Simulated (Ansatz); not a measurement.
For cubic perovskite SrTiO3 (cubic form, which distorts at low temperature), RPBE in Ansatz (plane waves, PAW) gives:

| Quantity | Result |
|---|---|
| equilibrium lattice constant a | 3.972 Å |
| cohesive energy | 5.93 eV/atom |

What does r²SCAN-D4 (PAW; Ansatz, a quantum-chemistry and plane-wave program) give for the same quantities?


- lattice constant a: 3.899 Å (decreases by 1.8 %)
- cohesive energy: 6.53 eV/atom (increases by 0.60 eV/atom)

For comparison: lattice constant a 3.89 Å (measured, 0 K, cubic phase extrapolated to 0 K; as tabulated in Bilc et al. (2008), arXiv:0805.0753).

Changes are worked out from the printed values.

Unless a cell is named, each level is at its own relaxed cell (RPBE 12.53, r²SCAN-D4 11.86 Å³/atom).

Caveats: the relaxation could not lower the start's symmetry, so the cell can be a saddle point above a distorted one (RPBE, r²SCAN-D4). Ansatz's density-functional and Hartree–Fock values are scalar-relativistic unless marked +SOC, with PAW data made under PBE.
